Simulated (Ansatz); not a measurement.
**Other spins and charges of BGeH$_{3}$ (H-bridged), singlet at one geometry**

Geometry (PBE0/def2-TZVP stationary point for this spin, not checked as a minimum):

```json
{"atom": "Ge", "x (Å)": "-0.0022", "y (Å)": "0.0000", "z (Å)": "0.3187"}
{"atom": "B", "x (Å)": "-0.0666", "y (Å)": "0.0000", "z (Å)": "-1.6292"}
{"atom": "H", "x (Å)": "1.1607", "y (Å)": "0.0000", "z (Å)": "-1.0289"}
{"atom": "H", "x (Å)": "-0.1421", "y (Å)": "-1.0387", "z (Å)": "-2.2309"}
{"atom": "H", "x (Å)": "-0.1421", "y (Å)": "1.0387", "z (Å)": "-2.2309"}
```

Basis cc-pVDZ; Ansatz 0.2.0. Only valence electrons are correlated (noble-gas cores and the filled d shells of p-block atoms frozen). R marks a restricted (for open shells ROHF) determinant. Active spaces: valence = (10e, 11o) chosen from the atoms' valence shells. No spin–orbit coupling is included, and no scalar relativity.

Gaps are energies of the second state less the first, at fixed atoms, for a selection of the levels run; each method lands on the state that its own search finds for that charge and spin.

Removing an electron, to the doublet: 8.542 eV at RCCSDT(Q).

| level | gap (eV) | error (meV) |
| --- | --- | --- |
| RHF | 7.908 | -634 |
| RMP2 | 8.503 | -39 |
| CISD | 8.406 | -136 |
| RCCSD | 8.514 | -28 |
| RCCSD(T) | 8.541 | -1 |
| BCCD(T) | 8.542 | 0 |
| RCCSDT | 8.538 | -4 |
| CASSCF (valence space) | 7.905 | -637 |
| NEVPT2 (valence space) | 8.327 | -215 |
| MRCISD (valence space) | 8.457 | -85 |
| MRCISD+Q (valence space) | 8.522 | -20 |
| PBE | 8.570 | 28 |
| r2SCAN | 8.604 | 62 |
| PBE0 | 8.628 | 86 |
| B3LYP | 8.667 | 125 |
| wB97M-V | 8.707 | 165 |
| B2PLYP | 8.581 | 39 |
| RPA-PBE | 8.692 | 150 |

Question: PBE gives 1.159 eV for triplet less singlet. Estimate what RCCSDT(Q) gives in cc-pVDZ.

Answer: RCCSDT(Q) in cc-pVDZ gives 1.138 eV, so against it PBE is off by 0.021 eV, of which a good part can be the reference's own basis and frozen-core error.

```
                   level  gap (eV)  error (meV)
                     RHF     0.782         -356
                    RMP2     1.057          -81
                    CISD     1.024         -114
                   RCCSD     1.116          -22
                RCCSD(T)     1.135           -3
                 BCCD(T)     1.136           -2
                  RCCSDT     1.134           -4
  CASSCF (valence space)     1.140            2
  NEVPT2 (valence space)     1.119          -19
  MRCISD (valence space)     1.134           -4
MRCISD+Q (valence space)     1.127          -11
                  r2SCAN     0.992         -146
                    PBE0     1.084          -54
                   B3LYP     1.198           60
                 wB97M-V     1.266          128
                  B2PLYP     1.178           40
                 RPA-PBE     1.183           45
```

In so small a basis the reference is far from its limit while semilocal and hybrid functionals are nearer theirs (RPA and double hybrids share part of the reference's basis error), so the functionals' errors here hold much of the reference's basis and frozen-core error, which can add to them or hide them.

Full CI isn't at hand for all of this; RCCSDT(Q) serves as the reference, and is uncertain by the last step of the cluster series or more.
